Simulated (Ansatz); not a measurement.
in.yaml

```yaml
crystal:
  periodic: [false, false, false]
  atoms:
    - {symbol: Al, position_ang: [-0.015433, -0.009008, 0.279440]}
    - {symbol: Ge, position_ang: [-0.016266, -0.025151, -2.154013]}
    - {symbol: F, position_ang: [0.031698, 0.034159, 1.874573]}
basis:
  gaussian: {orbitals: STO-3G, point_charges: [{charge: 1.00, position_ang: [3.316, 0.865, -0.557]}]}
magnetization: {spin_polarized: false, initial_magnetization: 8}
hamiltonian: {pseudopotentials: {relativity: scalar}}
correlation: {method: mp2, electrons: outside_noble_gas}
```

```sh
$ ansatz run in.yaml --threads 1 --pin off --events-out ev --progress --plain --max-ram 2393MiB
```

Task: What does the program do with this input?

Result: Converged. The settings were drawn as a stress test.
```
340 factors; integrals over basis functions are off by at most 2.6e-5 eV
mean field evaluation 1: about -65435.4703 eV, gradient 2.9e1 eV
mean field evaluation 2: about -65435.5305 eV, gradient 2.9e1 eV
mean field evaluation 4: about -65451.1951 eV, gradient 8.3e0 eV
mean field evaluation 8: about -65451.5059 eV, gradient 3.2e-1 eV
mean field evaluation 16: about -65451.4918 eV, gradient 6.3e-2 eV
mean field evaluation 32: about -65450.8201 eV, gradient 5.6e0 eV
mean field evaluation 64: about -65451.4981 eV, gradient 2.5e-2 eV
mean field evaluation 96: about -65451.4682 eV, gradient 8.0e-1 eV
mean field evaluation 128: about -65451.5008 eV, gradient 3.7e-2 eV
mean field -65451.50548057 eV, -2405.2984617872 hartree, gradient 2.0e-6 eV, S^2 20.000000; 13 other end points of the search recorded, 0 dependent functions left out
mean field evaluation 160: about -65415.6688 eV, gradient 4.2e1 eV
mean field evaluation 192: about -65450.3584 eV, gradient 8.7e-1 eV
mean field evaluation 224: about -65451.4879 eV, gradient 6.1e-2 eV
mean field evaluation 256: about -65445.3400 eV, gradient 1.9e1 eV
mean field evaluation 288: about -65451.5152 eV, gradient 7.3e-3 eV
20 core orbitals not correlated, not the lowest: weight in the atoms' cores, before any rotation towards them, 0.983 or more for the frozen orbitals, at most 0.013 for the correlated occupied ones
reference -65451.50548057 eV, -2405.2984617872 hartree; 11, 3 occupied and 1, 9 virtual orbitals, 340 factors
second order -0.07355642 eV of doubles, -0.00692047 eV of singles
Total energy: -65451.58595746 eV, -2405.3014192581 hartree
Relativity: scalar
```
